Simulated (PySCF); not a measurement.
Isomers of [C5H9N2]+, one conformer each. Computed, not measured: core-valence-separated Tamm–Dancoff BHandHLYP/aug-pcX-1 (pcseg-1 on H) in PySCF, non-relativistic, gas phase, PBE0-D3(BJ)/def2-SVP geometry. BHandHLYP without relativity tends to put these K edges a few eV too low, so spacings mean more than positions.

P. `c1cc[n+](n1C)C`
Q. `N/C=C/C=C/C=[NH2+]`
R. `CN1C=C[N+](C)=C1`

Main lines, eV (oscillator strength):
1. C K: 283.7 (0.126), 284.1 (0.073), 287.2 (0.106), 287.7 (0.025), 288.1 (0.061); N K: 400.2 (0.086), 404.0 (0.115), 404.8 (0.026), 404.9 (0.014)
2. C K: 284.3 (0.126), 284.5 (0.072), 287.0 (0.090), 287.8 (0.047), 287.9 (0.074); N K: 399.7 (0.094), 404.1 (0.024), 404.3 (0.032), 404.9 (0.017)
3. C K: 282.1 (0.067), 283.1 (0.134), 283.2 (0.020), 284.2 (0.113), 286.4 (0.041); N K: 398.5 (0.057), 401.3 (0.021), 401.9 (0.072), 403.8 (0.008)
Listed: the first five lines at most of each edge with a tenth or more of its strongest line's intensity; roots within 0.03 eV on the same or equivalent atoms are summed. Only the lowest roots were sought, and the top ones are left out.

**Question.** Which spectrum belongs to which isomer?

**Answer.** 1 = P, 2 = R, 3 = Q.
- P: first C line listed at 283.7 eV, hole on the aromatic CH next to a ring nitrogen; first N line listed at 400.2 eV, hole on the nitrogen bonded to 2 C and N.
- Q: first C line listed at 282.1 eV, hole on the alkene CH carbon (1s→π*); first N line listed at 398.5 eV, hole on the nitrogen bonded to C and 2 H (1s→π*).
- R: first C line listed at 284.3 eV, hole on the aromatic CH next to a ring nitrogen; first N line listed at 399.7 eV, hole on the nitrogen bonded to 3 C.

**Question.** What are the ground-state energies of the isomers at BHandHLYP/aug-pcX-1 (pcseg-1 on H), relative to the lowest?

**Answer.** P 88.5, Q 6.8, R 0.0 kJ/mol (electronic energies on these geometries, no dispersion or zero-point terms).
